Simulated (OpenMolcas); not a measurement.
**A ladder of methods for C2H6Si (SMILES C[Si]C)**

C2H6Si: 9 atoms, total charge 0, spin state singlet. SMILES: `C[Si]C`. Geometry: relaxed at PBE0-D4/def2-TZVP.

Quantity: the electronic atomisation energy, in eV. The values are calculated. Electronic energies at fixed atoms, without zero-point motion or spin-orbit coupling.

```json
{"level": "BLYP/6-311+G**", "kind": "GGA", "program": "OpenMolcas", "value (eV)": "32.38", "CPU time (all runs)": "86 s"}
{"level": "PBE/6-311+G**", "kind": "GGA", "program": "OpenMolcas", "value (eV)": "33.10", "CPU time (all runs)": "88 s"}
{"level": "M06-L/6-311+G**", "kind": "meta-GGA", "program": "OpenMolcas", "value (eV)": "32.82", "CPU time (all runs)": "1.9 min"}
{"level": "TPSS/6-311+G**", "kind": "meta-GGA", "program": "OpenMolcas", "value (eV)": "33.06", "CPU time (all runs)": "1.9 min"}
{"level": "r2SCAN/6-311+G**", "kind": "meta-GGA", "program": "OpenMolcas", "value (eV)": "32.85", "CPU time (all runs)": "2.2 min"}
{"level": "B3LYP/6-311+G**", "kind": "global hybrid", "program": "OpenMolcas", "value (eV)": "32.69", "CPU time (all runs)": "86 s"}
{"level": "BHLYP/6-311+G**", "kind": "global hybrid", "program": "OpenMolcas", "value (eV)": "32.10", "CPU time (all runs)": "78 s"}
{"level": "PBE0/6-311+G**", "kind": "global hybrid", "program": "OpenMolcas", "value (eV)": "32.80", "CPU time (all runs)": "75 s"}
```

The values span 32.10 to 33.10 eV. Times are those of the runs behind each value, whatever else they computed, on shared processors of several kinds: orders of magnitude only.
